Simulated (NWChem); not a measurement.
Species: trifluoromethane (CHF$_{3}$); SMILES FC(F)F

```xyz
5

F      0.8805     0.8805    -0.1260
C      0.0000     0.0000     0.3340
F      0.3223    -1.2028    -0.1260
F     -1.2028     0.3223    -0.1260
H      0.0000     0.0000     1.4372
```
Atoms are numbered in this order, from 1.

Computed with NWChem. All runs use the structure optimised with PBE0/def2-SVP. Ions are spin-unrestricted doublets at the neutral geometry; other ion states weren't tried.

Task: Predict the results for CAM-B3LYP/def2-SVP. Quantities: vertical ionisation energy, ΔSCF (eV); −ε(HOMO) (eV).

Result: 
* **vertical ionisation energy, ΔSCF (eV)**: 14.40
* **−ε(HOMO) (eV)**: 12.58
